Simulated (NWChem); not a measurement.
**C2F2N− (SMILES N#C[C-](F)F): name the method**

C2F2N− has 5 atoms, charge -1, and is taken as a singlet. As SMILES, `N#C[C-](F)F`. The coordinates come from a GFN2-xTB relaxation.

```xyz
5

N     1.3473   -0.6866    1.4091
C     0.5760   -0.2965    0.6067
C    -0.2847    0.1456   -0.3046
F    -1.2219   -0.6389   -0.9892
F    -0.4168    1.4764   -0.7220
```

Orbital energies are those of the mean-field step.

A calculation with NWChem 7.3.0 gave:

```
total energy  : -329.9877 Eh
HOMO energy   : 1.33 eV
LUMO energy   : 5.99 eV
HOMO–LUMO gap : 4.66 eV
largest force : 2.379 eV/Å
```

Task: Which of these levels gave the numbers?
A. CCSD/def2-SVP
B. PBE0/def2-SVP
C. B3LYP/def2-SVP
D. TPSSh/pcseg-1

Result: B. The others give -329.4933 Eh (CCSD/def2-SVP), -330.5228 Eh (TPSSh/pcseg-1), -330.3279 Eh (B3LYP/def2-SVP).
